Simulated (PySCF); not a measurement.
fluorodichloromethane, CHCl₂F, SMILES FC(Cl)Cl, point group Cs.

Level: PBE0/pcSseg-1 in PySCF (density fitting, grid level 2); geometry and Hessian at that level, cubic constants and property derivatives from steps of ±0.6 along each species' dimensionless normal coordinates, second-order vibrational perturbation theory. The parent has the commonest isotopes.

Equilibrium geometry (Å):

```csv
atom,x,y,z
F1,-0.0541,1.1965,-0.7087
C2,0.0045,0.1008,0.0583
Cl3,1.4981,-0.7798,-0.2963
Cl4,-1.4307,-0.8929,-0.2321
H5,0.0166,0.3867,1.1100
```

Problem. How much do zero-point and thermal motion change the parent's shieldings?

Solution. 
| atom | σe (ppm) | anharmonic part, 0 K | harmonic part, 0 K | Δσ at 0 K | Δσ at 250 K | Δσ at 298.15 K |
| --- | --- | --- | --- | --- | --- | --- |
| F1 | 261.72 | -3.96 | -7.52 | -11.48 | -12.03 | -12.32 |
| C2 | 64.18 | -2.05 | -0.97 | -3.02 | -3.27 | -3.37 |
| Cl3 | 585.02 | -8.05 | -13.45 | -21.50 | -23.52 | -24.49 |
| H5 | 24.11 | -0.19 | -0.40 | -0.59 | -0.60 | -0.60 |

Problem. And the bond lengths, in the parent and with ³⁷Cl at 3?

Solution. 
```json
{"bond": "F1–C2", "re (Å)": "1.3388", "⟨r⟩ at 0 K": "1.3463", "between mean positions": "1.3440", "⟨r⟩, labelled": "1.3463"}
{"bond": "C2–Cl3", "re (Å)": "1.7698", "⟨r⟩ at 0 K": "1.7765", "between mean positions": "1.7752", "⟨r⟩, labelled": "1.7765"}
{"bond": "C2–H5", "re (Å)": "1.0899", "⟨r⟩ at 0 K": "1.1112", "between mean positions": "1.0984", "⟨r⟩, labelled": "1.1112"}
```

The study (163 SCF points, 87 basis functions) took 8.3 min on 1 thread of Arm Neoverse V2, on a host shared with other jobs (rough), peak memory 0.46 GiB, launched as `OMP_NUM_THREADS=1 python ens_run.py task.json out`.
